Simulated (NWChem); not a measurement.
# CS; SMILES [C-]#[S+]

Results from NWChem. All runs use the structure optimised with PBE0-D3(BJ)/def2-TZVP.

### Question
Predict the results for Hartree-Fock/cc-pVQZ. Quantities: highest occupied level (eV); orbital gap (eV); dipole (D).

### Answer
```yaml
highest occupied level (eV): -12.62
orbital gap (eV): 14.18
dipole (D): 1.63
```
